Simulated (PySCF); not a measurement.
Level of theory: PySCF with B3LYP-D3(BJ)/def2-TZVP. All species are isolated molecules in the gas phase. B3LYP has the VWN-RPA correlation part, as in Gaussian. 

Reference species (SMILES): `C(C)#N` (neutral, multiplicity 1).

```yaml
HOMO: -9.23 eV
dipole_moment: 4.00 D
```

Changed species: `N#CO` (X = hydroxy; the reference has X = methyl).

Question: Give the shifts of the HOMO and dipole moment.

Answer: the HOMO rises by 0.45 eV, to -8.78 eV; the dipole moment is nearly the same.
